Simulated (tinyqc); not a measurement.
Inside a calculation (part 2 of 2). Method: RHF in the sto-6g basis, for H2O, spin multiplicity 1. Computed by tinyqc, a small Python program that keeps every step (integrals from PySCF). Command: `OMP_NUM_THREADS=1 python tinyqc.py 30920 30921 out.jsonl` (the two numbers bound the seeds that draw the settings). One thread of a shared host (Intel(R) Xeon(R) Processor @ 2.60GHz), about 0.1 s of CPU time with the checks.

Geometry (angstrom):
```
atom         x          y         z
O     0.000000   0.000000  0.000000
H     0.000000   0.782000  0.736000
H     0.000000  -0.813000  0.765000
```

## Iteration 11 (converged): orbitals

converged F (hartree), lower triangle:
```
             1O 1s      1O 2s     1O 2px     1O 2py     1O 2pz      2H 1s      3H 1s
1O 1s   -20.531242
1O 2s    -4.965937  -2.315850
1O 2px    0.000000   0.000000  -0.399505
1O 2py   -0.000760  -0.007661  -0.000003  -0.245039
1O 2pz   -0.025136  -0.084152  -0.000002  -0.009710  -0.287152
2H 1s    -0.918599  -0.834217   0.000002  -0.344268  -0.363488  -0.453620
3H 1s    -0.833318  -0.777575   0.000000   0.331418  -0.350845  -0.300312  -0.413522
```

X, lower triangle:
```
            1O 1s      1O 2s    1O 2px     1O 2py     1O 2pz      2H 1s     3H 1s
1O 1s    1.022339
1O 2s   -0.132683   1.158056
1O 2px   0.000000   0.000000  1.000000
1O 2py  -0.000475   0.006698  0.000000   1.065032
1O 2pz  -0.007639   0.080441  0.000000   0.003460   1.047170
2H 1s    0.017633  -0.233310  0.000000  -0.172791  -0.136099   1.144820
3H 1s    0.016588  -0.210149  0.000000   0.162293  -0.124902  -0.080075  1.126388
```

Diagonalise F' = X^T F X, C = X C', fill 5 alpha and 5 beta electrons from the bottom; D = 2 C_occ C_occ^T. Each column has its largest component positive (the first on a tie).

F' = X^T F X (hartree), lower triangle:
```
            1          2          3          4          5          6          7
1  -20.206409
2   -2.500115  -1.279123
3    0.000000  -0.000001  -0.399505
4   -0.000892   0.004831  -0.000004  -0.044264
5   -0.047194   0.107375  -0.000002  -0.001794  -0.138064
6   -0.135736  -0.418402   0.000003  -0.392528  -0.330353  -0.019780
7   -0.113810  -0.383326  -0.000001   0.378669  -0.313666  -0.089437  -0.028118
```

orbital energies (hartree): MO1 -20.534184, MO2 -1.227936, MO3 -0.537642, MO4 -0.464845, MO5 -0.399505, MO6 0.485514, MO7 0.563336

coefficients C:
```
              MO1        MO2        MO3        MO4        MO5        MO6        MO7
1O 1s    0.996858  -0.226852   0.010019   0.090891  -0.000001   0.095834   0.026330
1O 2s    0.014250   0.885397  -0.056165  -0.497531   0.000007  -0.628888  -0.183001
1O 2px   0.000000   0.000000   0.000008   0.000009   1.000000   0.000002   0.000005
1O 2py   0.000141   0.007866   0.629339  -0.045064  -0.000001   0.208271  -0.865452
1O 2pz   0.002530   0.093800   0.053437   0.715905  -0.000005  -0.758816  -0.192996
2H 1s   -0.002938   0.146204   0.469784   0.302234  -0.000012   0.510832   0.908721
3H 1s   -0.002658   0.132833  -0.431974   0.372511   0.000001   0.843485  -0.554125
```

D after iteration 11, lower triangle:
```
            1O 1s      1O 2s     1O 2px     1O 2py    1O 2pz      2H 1s     3H 1s
1O 1s    2.107098
1O 2s   -0.464865   2.069643
1O 2px  -0.000001   0.000004   2.000000
1O 2py   0.001132  -0.011920   0.000008   0.796322
1O 2pz   0.093694  -0.552199   0.000004   0.004213  1.048361
2H 1s   -0.007837  -0.094699  -0.000011   0.566366  0.510362   0.666852
3H 1s   -0.006507  -0.087003   0.000003  -0.575202  0.512104  -0.141842  0.686036
```

## Convergence

Stop when the energy changes by less than 1e-09 hartree and every element of the error matrix X^T (F D S - S D F) X is below 9e-06.

Course of the cycle:
```
iteration   E (hartree)     change  largest element of the error matrix
1          -62.90283033          -                             1.45e+01
2          -74.97474292  -1.21e+01                             5.11e-01
3          -75.57500787  -6.00e-01                             1.84e-01
4          -75.63532373  -6.03e-02                             8.85e-02
5          -75.65826341  -2.29e-02                             1.37e-02
6          -75.65894157  -6.78e-04                             2.97e-03
7          -75.65897783  -3.63e-05                             5.08e-04
8          -75.65897871  -8.87e-07                             1.91e-04
9          -75.65897882  -1.04e-07                             6.43e-05
10         -75.65897883  -1.05e-08                             1.47e-05
11         -75.65897883  -5.50e-10                             6.16e-06
```

PySCF RHF in the same basis = -75.65897883 hartree

Converged in 11 iterations.

## Populations, bond orders and dipole

overlap S, lower triangle:
```
           1O 1s     1O 2s    1O 2px     1O 2py    1O 2pz     2H 1s     3H 1s
1O 1s   1.000000
1O 2s   0.231145  1.000000
1O 2px  0.000000  0.000000  1.000000
1O 2py  0.000000  0.000000  0.000000   1.000000
1O 2pz  0.000000  0.000000  0.000000   0.000000  1.000000
2H 1s   0.042386  0.403743  0.000000   0.254881  0.239888  1.000000
3H 1s   0.038430  0.378958  0.000000  -0.243139  0.228784  0.223618  1.000000
```

Mulliken: Z minus the diagonal of D S on the atom; Loewdin: the same with S^(1/2) D S^(1/2); Mayer order: 2 sum_s sum (D(s) S)_ij (D(s) S)_ji over the two atoms.

Charges (e):
```
atom   Mulliken    Loewdin
1O    -0.258535  -0.190013
2H     0.136647   0.099556
3H     0.121888   0.090457
```

Mayer bond orders:
```
pair     order
2-1   0.978955
3-1   0.982771
3-2   0.002373
```

dipole moment about the origin, x y z (debye): -0.000002  0.033523  1.634327
